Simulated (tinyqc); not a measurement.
Worked calculation: RHF in the sto-3g basis, for BH2+, spin multiplicity 1. One step of it, computed by the program tinyqc.

Question. Iteration 2: diagonalisation and new density. Diagonalise F' = X^T F X, C = X C', fill 3 alpha and 3 beta electrons from the bottom; D = 2 C_occ C_occ^T. Each column has its largest component positive (the first on a tie).

Fock matrix F (hartree), lower triangle:
```
            1B 1s      1B 2s     1B 2px     1B 2py     1B 2pz      2H 1s      3H 1s
1B 1s   -7.897451
1B 2s   -2.296431  -1.387798
1B 2px   0.000000   0.000000  -0.140722
1B 2py   0.000000   0.000000   0.000000  -0.567940
1B 2pz   0.015584  -0.088830   0.000000   0.000000  -0.184699
2H 1s   -0.363960  -0.576995   0.000000  -0.460860  -0.160172  -0.579626
3H 1s   -0.363960  -0.576995   0.000000   0.460860  -0.160172  -0.068642  -0.579626
```

X:
```
                1          2          3         4          5          6         7
1B 1s   -0.392854   0.000000   0.751309  0.000000  -0.556008   0.000000  0.248697
1B 2s    1.075426   0.000000  -0.242039  0.000000  -0.211288   0.000000  0.504264
1B 2px   0.000000   0.000000   0.000000  1.000000   0.000000   0.000000  0.000000
1B 2py   0.000000   1.050668   0.000000  0.000000   0.000000   0.583690  0.000000
1B 2pz   0.362223   0.000000   0.628478  0.000000   0.715765   0.000000  0.163306
2H 1s   -0.702230  -0.771575  -0.233399  0.000000   0.178340   0.397411  0.358679
3H 1s   -0.702230   0.771575  -0.233399  0.000000   0.178340  -0.397411  0.358679
```

Give: F' = X^T F X; orbital energies; coefficients C; D after iteration 2.

Answer.

F' = X^T F X (hartree), lower triangle:
```
         1        2        3        4        5        6        7
1  -0.1164
2   0.0000   0.2591
3   0.8913   0.0000  -3.5869
4   0.0000   0.0000   0.0000  -0.1407
5  -0.6672   0.0000   3.1031   0.0000  -3.0148
6   0.0000  -0.0047   0.0000   0.0000   0.0000  -0.7825
7   0.3323   0.0000  -1.9466   0.0000   1.8773   0.0000  -2.1873
```

orbital energies (hartree): MO1 -7.9020, MO2 -0.9161, MO3 -0.7825, MO4 -0.2054, MO5 -0.1407, MO6 0.1182, MO7 0.2591

coefficients C:
```
            MO1      MO2      MO3      MO4     MO5      MO6      MO7
1B 1s    0.9923  -0.2370   0.0000   0.1318  0.0000  -0.1779   0.0000
1B 2s    0.0289   0.7127   0.0000  -0.5279  0.0000   0.8524   0.0000
1B 2px   0.0000   0.0000   0.0000   0.0000  1.0000   0.0000   0.0000
1B 2py   0.0000   0.0000   0.5884   0.0000  0.0000   0.0000   1.0480
1B 2pz  -0.0004   0.1090   0.0000   0.8214  0.0000   0.6153   0.0000
2H 1s   -0.0045   0.2995   0.3939   0.2558  0.0000  -0.7436  -0.7734
3H 1s   -0.0045   0.2995  -0.3939   0.2558  0.0000  -0.7436   0.7734
```

D after iteration 2, lower triangle:
```
          1B 1s   1B 2s  1B 2px   1B 2py  1B 2pz    2H 1s   3H 1s
1B 1s    2.0815
1B 2s   -0.2803  1.0177
1B 2px   0.0000  0.0000  0.0000
1B 2py   0.0000  0.0000  0.0000   0.6925
1B 2pz  -0.0525  0.1553  0.0000   0.0000  0.0238
2H 1s   -0.1510  0.4266  0.0000   0.4636  0.0653   0.4898
3H 1s   -0.1510  0.4266  0.0000  -0.4636  0.0653  -0.1310  0.4898
```
